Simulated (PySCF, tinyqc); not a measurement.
Inside a calculation. Method: CID on RHF in the sto-6g basis, for HF, spin multiplicity 1. The lowest restricted solution is unstable here: a spin-polarised one lies 0.0513 hartree lower (PySCF). One step of it, computed by the program tinyqc.

Question. Integrals over molecular orbitals. (pq|rs) = sum C_ip C_jq C_kr C_ls (ij|kl), one index at a time.

coefficients C:
```
,MO1,MO2,MO3,MO4,MO5,MO6
1F 1s,0.997276,-0.247665,0.000000,0.000000,0.031044,0.033565
1F 2s,0.011520,1.014570,0.000000,0.000000,-0.167125,-0.186665
1F 2px,0.000000,0.000000,-0.033316,0.999445,0.000000,0.000000
1F 2py,0.000000,0.000000,0.999445,0.033316,0.000000,0.000000
1F 2pz,0.000564,0.007877,0.000000,0.000000,0.691134,-0.741190
2H 1s,-0.001128,0.062927,0.000000,0.000000,0.627296,0.814286
```

core Hamiltonian H = T + V (hartree):
```
,1F 1s,1F 2s,1F 2px,1F 2py,1F 2pz,2H 1s
1F 1s,-40.783730,-9.092521,0.000000,0.000000,-0.006164,-0.548251
1F 2s,-9.092521,-10.752102,0.000000,0.000000,-0.072876,-1.404200
1F 2px,0.000000,0.000000,-8.571936,0.000000,0.000000,0.000000
1F 2py,0.000000,0.000000,0.000000,-8.571936,0.000000,0.000000
1F 2pz,-0.006164,-0.072876,0.000000,0.000000,-8.603820,-1.055322
2H 1s,-0.548251,-1.404200,0.000000,0.000000,-1.055322,-3.687714
```

Two-electron integrals (ij|kl) in chemists' order, unique and non-zero (hartree):
```
i,j,k,l,(ij|kl)
1,1,1,1,5.406240
2,1,1,1,0.768129
2,1,2,1,0.138909
2,2,1,1,1.266271
2,2,2,1,0.283987
2,2,2,2,0.926367
3,1,3,1,0.029452
3,2,3,1,0.044681
3,2,3,2,0.204753
3,3,1,1,1.266273
3,3,2,1,0.283987
3,3,2,2,0.926366
3,3,3,3,0.998085
4,1,4,1,0.029452
4,2,4,1,0.044681
4,2,4,2,0.204753
4,3,4,3,0.053789
4,4,1,1,1.266273
4,4,2,1,0.283987
4,4,2,2,0.926366
4,4,3,3,0.890506
4,4,4,4,0.998085
5,1,5,1,0.029452
5,2,5,1,0.044681
5,2,5,2,0.204753
5,3,5,3,0.053789
5,4,5,4,0.053789
5,5,1,1,1.266273
5,5,2,1,0.283987
5,5,2,2,0.926366
5,5,3,3,0.890506
5,5,4,4,0.890506
5,5,5,5,0.998085
6,1,1,1,0.048855
6,1,2,1,0.008480
6,1,2,2,0.016997
6,1,3,3,0.016970
6,1,4,4,0.016970
6,1,5,1,0.000368
6,1,5,2,0.000725
6,1,5,5,0.017051
6,1,6,1,0.000526
6,2,1,1,0.143060
6,2,2,1,0.032659
6,2,2,2,0.121343
6,2,3,3,0.119600
6,2,4,4,0.119600
6,2,5,1,0.002368
6,2,5,2,0.018908
6,2,5,5,0.124830
6,2,6,1,0.002000
6,2,6,2,0.021126
6,3,3,1,0.003361
6,3,3,2,0.020122
6,3,5,3,0.003834
6,3,6,3,0.002864
6,4,4,1,0.003361
6,4,4,2,0.020122
6,4,5,4,0.003834
6,4,6,4,0.002864
6,5,1,1,0.106689
6,5,2,1,0.024666
6,5,2,2,0.097793
6,5,3,3,0.093993
6,5,4,4,0.093993
6,5,5,1,0.004822
6,5,5,2,0.033674
6,5,5,5,0.105393
6,5,6,1,0.001564
6,5,6,2,0.020880
6,5,6,5,0.023212
6,6,1,1,0.357356
6,6,2,1,0.083040
6,6,2,2,0.355049
6,6,3,3,0.346182
6,6,4,4,0.346182
6,6,5,1,0.005945
6,6,5,2,0.068077
6,6,5,5,0.372781
6,6,6,1,0.005092
6,6,6,2,0.087205
6,6,6,5,0.099234
6,6,6,6,0.774999
```

Give: one-electron integrals over orbitals h = C^T H C; Two-electron integrals over orbitals.

Answer.

one-electron integrals over orbitals h = C^T H C (hartree):
```
,1,2,3,4,5,6
1,-40.7710,0.7397,0.0000,0.0000,-0.0883,-0.1008
2,0.7397,-9.1794,0.0000,0.0000,0.3857,0.5687
3,0.0000,0.0000,-8.5719,0.0000,0.0000,0.0000
4,0.0000,0.0000,0.0000,-8.5719,0.0000,0.0000
5,-0.0883,0.3857,0.0000,0.0000,-6.4316,2.4767
6,-0.1008,0.5687,0.0000,0.0000,2.4767,-5.8275
```

Two-electron integrals over orbitals (pq|rs), unique and non-zero (hartree):
```
p,q,r,s,(pq|rs)
1,1,1,1,5.3829
2,1,1,1,-0.5406
2,1,2,1,0.0875
2,2,1,1,1.2668
2,2,2,1,-0.0251
2,2,2,2,0.8882
3,1,3,1,0.0303
3,2,3,1,0.0404
3,2,3,2,0.1926
3,3,1,1,1.2660
3,3,2,1,-0.0144
3,3,2,2,0.9048
3,3,3,3,0.9981
4,1,4,1,0.0303
4,2,4,1,0.0404
4,2,4,2,0.1926
4,3,4,3,0.0538
4,4,1,1,1.2660
4,4,2,1,-0.0144
4,4,2,2,0.9048
4,4,3,3,0.8905
4,4,4,4,0.9981
5,1,1,1,0.0688
5,1,2,1,-0.0110
5,1,2,2,0.0039
5,1,3,3,0.0018
5,1,4,4,0.0018
5,1,5,1,0.0163
5,2,1,1,-0.0920
5,2,2,1,0.0035
5,2,2,2,-0.0425
5,2,3,3,-0.0508
5,2,4,4,-0.0508
5,2,5,1,0.0205
5,2,5,2,0.1206
5,3,3,1,-0.0046
5,3,3,2,-0.0190
5,3,5,3,0.0313
5,4,4,1,-0.0046
5,4,4,2,-0.0190
5,4,5,4,0.0313
5,5,1,1,0.8423
5,5,2,1,-0.0075
5,5,2,2,0.6576
5,5,3,3,0.6428
5,5,4,4,0.6428
5,5,5,1,-0.0011
5,5,5,2,-0.0052
5,5,5,5,0.6360
6,1,1,1,0.0756
6,1,2,1,-0.0125
6,1,2,2,0.0028
6,1,3,3,0.0020
6,1,4,4,0.0020
6,1,5,1,-0.0139
6,1,5,2,-0.0220
6,1,5,5,0.0032
6,1,6,1,0.0179
6,2,1,1,-0.1097
6,2,2,1,0.0033
6,2,2,2,-0.0600
6,2,3,3,-0.0604
6,2,4,4,-0.0604
6,2,5,1,-0.0199
6,2,5,2,-0.0877
6,2,5,5,-0.0192
6,2,6,1,0.0196
6,2,6,2,0.0907
6,3,3,1,-0.0049
6,3,3,2,-0.0200
6,3,5,3,-0.0247
6,3,6,3,0.0275
6,4,4,1,-0.0049
6,4,4,2,-0.0200
6,4,5,4,-0.0247
6,4,6,4,0.0275
6,5,1,1,-0.4531
6,5,2,1,0.0069
6,5,2,2,-0.2733
6,5,3,3,-0.2727
6,5,4,4,-0.2727
6,5,5,1,0.0012
6,5,5,2,0.0619
6,5,5,5,-0.0843
6,5,6,1,-0.0033
6,5,6,2,0.0241
6,5,6,5,0.2605
6,6,1,1,0.8034
6,6,2,1,-0.0080
6,6,2,2,0.6134
6,6,3,3,0.6000
6,6,4,4,0.6000
6,6,5,1,0.0072
6,6,5,2,0.0333
6,6,5,5,0.6243
6,6,6,1,-0.0054
6,6,6,2,-0.0428
6,6,6,5,-0.0288
6,6,6,6,0.6439
```
